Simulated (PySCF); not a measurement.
## Li₂O: one-bond stretch

Level of theory: PBE0/[O def2-TZVP, Li def2-TZVP], no relativity, density fitting, PySCF.

Rigid scan from the singlet minimum (O–Li 1.605 Å (×2); Li–O–Li 180.0°). Coordinate: the bond from O to the last atom (Li) scaled, the rest fixed. Energies in kJ/mol from the minimum.

```
scale of one bond  E (kJ/mol)  dipole size (D)
             0.92        16.2             0.52
             0.96         3.6             0.26
             1.00         0.0             0.00
             1.05         4.4             0.32
             1.12        21.7             0.77
             1.20        50.4             1.28
             1.35       113.9             2.18
             1.55       197.5                –
             1.80       285.1                –
             2.20       382.7                –
```

At long bonds a restricted determinant can lie too high, and another spin state can fall below this curve.

Other isomers or separated fragments may lie lower.

The scan took about 28 core-seconds on a shared host.
